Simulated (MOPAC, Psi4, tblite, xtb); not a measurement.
Dimer C2H2 ··· CH4O (SMILES C#C and CO), singlet at R = 4.02 Å between the centres of mass, closest contact 2.25 Å (lowest of the rigid-body minima from ten starts at GFN2-xTB). Geometry in Å and degrees:

```
O
H 1 0.9621
C 1 1.4207 2 108.71
H 3 1.0890 1 106.79 2 -180.00
H 3 1.0957 4 108.35 1 121.03
H 3 1.0957 4 108.35 5 117.94
H 1 2.2535 2 142.29 3 174.46
C 7 1.0626 1 155.75 2 -174.57
C 8 1.1968 4 126.84 3 -176.59
H 9 1.0626 4 140.63 3 -176.01
```

Methods: GFN2-xTB (tblite); SAPT0/jun-cc-pVDZ, frozen core (Psi4); B3LYP/def2-TZVP, counterpoise-corrected (Psi4); B3LYP-D3(BJ)/def2-TZVP, counterpoise-corrected (Psi4); PBE/def2-TZVP, counterpoise-corrected (Psi4); PBE-D3(BJ)/def2-TZVP, counterpoise-corrected (Psi4); HF/aug-cc-pVDZ, counterpoise-corrected (Psi4); MP2/aug-cc-pVDZ = DF-MP2/aug-cc-pVDZ, frozen core, counterpoise-corrected (Psi4); SCS-MP2/aug-cc-pVDZ = DF-SCS-MP2/aug-cc-pVDZ, frozen core, counterpoise-corrected (Psi4); PM6, restricted, heats of formation (MOPAC); AM1, restricted, heats of formation (MOPAC); GFN1-xTB (xtb).

**Question.** What interaction energy does each level give?

**Answer.** 
```
method                  E_int / kJ/mol
----------------------  --------------
SAPT0/jun-cc-pVDZ               -14.78
PBE-D3(BJ)/def2-TZVP            -14.68
B3LYP-D3(BJ)/def2-TZVP          -14.53
MP2/aug-cc-pVDZ                 -12.45
PBE/def2-TZVP                   -11.72
SCS-MP2/aug-cc-pVDZ             -10.69
B3LYP/def2-TZVP                 -10.05
GFN2-xTB                         -9.22
HF/aug-cc-pVDZ                   -8.68
PM6                              -7.44
AM1                              -6.10
GFN1-xTB                         -4.85
```
